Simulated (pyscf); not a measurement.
PySCF, gas phase, ωB97X-D3(BJ)/def2-SVP geometries.

Problem. Estimate the classical barrier height and the reaction energy of H₃C–Al(OH)–O–Al(OH)–O–SiH₃ + hydrogen (H₂) -> H₃C–Al(OH)–O–Al(OH)–OH + silane (SiH₄) at ωB97M-D3(BJ)/def2-TZVP. The step runs on the singlet surface, breaks O–Si, H–H and forms H–O, H–Si; take the separated reactants as zero.

Solution. ΔE‡ = 48.0 kcal/mol, ΔE = +20.2 kcal/mol. Zero-point energy shifts the barrier by +3.2 kcal/mol. It is a four-centre exchange, with an imaginary mode of 1434i cm⁻¹. On the product side the descent ends in a complex (not fully relaxed), 7.1 kcal/mol under the separated species and 31.3 kcal/mol under the saddle at ωB97X-D3(BJ)/def2-TZVP. At ωB97X-D3(BJ)/def2-TZVP the barrier from the zero used here is 45.8 kcal/mol. This is the saddle that the search found; another between the same sides may lie lower.
